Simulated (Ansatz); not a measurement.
We consider 2H WS2, described by PBEsol (Ansatz, a first-principles code, plane waves, PAW).

Run with plane-wave cutoff 520 eV, 12×12×4 k mesh (along the axes of the cell as run), no spin polarisation, scalar-relativistic PAW data made under PBE.

Cell (relaxed at this level):

```xyz
6
Lattice="3.1461 0.0000 0.0000 -1.5730 2.7246 0.0000 0.0000 0.0000 12.6933" Properties=species:S:1:pos:R:3 pbc="T T T"
W      1.5730     0.9082     9.5200
W      0.0000     1.8164     3.1733
S      1.5730     0.9082     4.7409
S      0.0000     1.8164    11.0875
S      0.0000     1.8164     7.9524
S      1.5730     0.9082     1.6057
```

Give the computed elastic constant C13, Poisson ratio, elastic constant C11, elastic constant C33, elastic constant C12, elastic constant C44 and elastic constant C66.


* **elastic constant C13**: 3.76 GPa
* **Poisson ratio**: 0.181
* **elastic constant C11**: 243 GPa
* **elastic constant C33**: 19.3 GPa
* **elastic constant C12**: 50.7 GPa
* **elastic constant C44**: 10.3 GPa
* **elastic constant C66**: 96.3 GPa

Measured, for comparison: elastic constant C33 60 ± 5 GPa (temperature not stated, not corrected to a static lattice; as tabulated in Björkman et al. (2012), arXiv:1206.3542). Computed (rounded) less measured: elastic constant C33 -68 %.

Note: the cell comes from a level without a dispersion term, which matters for the spacing of layers, chains or molecules; the cell has widely spaced layers and the level no dispersion term, so their spacing and the moduli can rest on weak binding.

Elastic constants are with the ions relaxed.

Spin–orbit coupling is not included.

Computed values are for the static lattice.

It cost roughly 18 core-minutes of CPU time.
